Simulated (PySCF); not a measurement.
# Basis and Hamiltonian dependence of the ionisation energy of Al

Al [Ne] 3s2 3p1 (2P) → Al⁺ [Ne] 3s2 (1S). Calculated with PySCF 2.14 from differences of total energies of unrestricted determinants, without spin-orbit coupling. Values in eV.

| basis | Hamiltonian | functions | UHF | PBE | PBE0 | MP2 (valence) | CCSD(T) (valence) | CCSD(T) (valence and next inner shell) |
| --- | --- | --- | --- | --- | --- | --- | --- | --- |
| x2c-SVPall | spin-free X2C | 18 | 5.548 | 6.051 | n/a | 5.647 | 5.711 | n/a |
| 6-31G* | non-relativistic | 18 | 5.559 | n/a | n/a | 5.646 | 5.699 | n/a |
| Sapporo-DZP-2012 | spin-free X2C | 27 | 5.600 | n/a | n/a | 5.780 | 5.926 | n/a |
| aug-cc-pV(D+d)Z | non-relativistic | 32 | 5.599 | 6.086 | 6.100 | 5.758 | 5.880 | n/a |
| pcseg-2 | non-relativistic | 34 | 5.557 | 6.069 | 6.084 | 5.684 | 5.733 | n/a |
| aug-cc-pwCVDZ | non-relativistic | 36 | 5.597 | 6.079 | 6.094 | 5.760 | 5.878 | 5.846 |
| x2c-TZVPPall | spin-free X2C | 42 | 5.588 | 6.057 | 6.077 | 5.807 | 5.931 | 5.909 |
| def2-TZVPPD | non-relativistic | 48 | 5.595 | 6.064 | 6.083 | 5.812 | 5.935 | 5.914 |
| aug-cc-pV(T+d)Z | non-relativistic | 55 | 5.599 | 6.071 | 6.089 | 5.824 | 5.948 | n/a |
| aug-cc-pV(T+d)Z with one added diffuse shell each of s, p, d, f type | non-relativistic | 71 | 5.599 | 6.071 | 6.089 | 5.824 | 5.948 | n/a |
| aug-cc-pwCVTZ | non-relativistic | 75 | 5.599 | 6.071 | 6.090 | 5.824 | 5.948 | 5.934 |
| aug-cc-pCVTZ-DK with one added diffuse shell each of s, p, d, f type | spin-free X2C | 91 | 5.589 | 6.061 | 6.079 | 5.814 | 5.939 | 5.923 |
| dyall-acv3z | spin-free X2C | 113 | 5.600 | 6.069 | 6.088 | 5.828 | 5.951 | 5.939 |

Estimate the row for ANO-RCC-VTZP (spin-free X2C, 34 functions).

From the rows with the same Hamiltonian and similar size; the calculation gives UHF 5.59; PBE 6.06; PBE0 6.08; MP2 (valence) 5.81; CCSD(T) (valence) 5.93; CCSD(T) (valence and next inner shell) 5.91 (eV).

Frozen in the all-electron rows: valence: [Ne]; valence and next inner shell: 1s2.

Reference for a calculation without spin-orbit coupling: 5.977 eV (measured, between term centres; NIST).
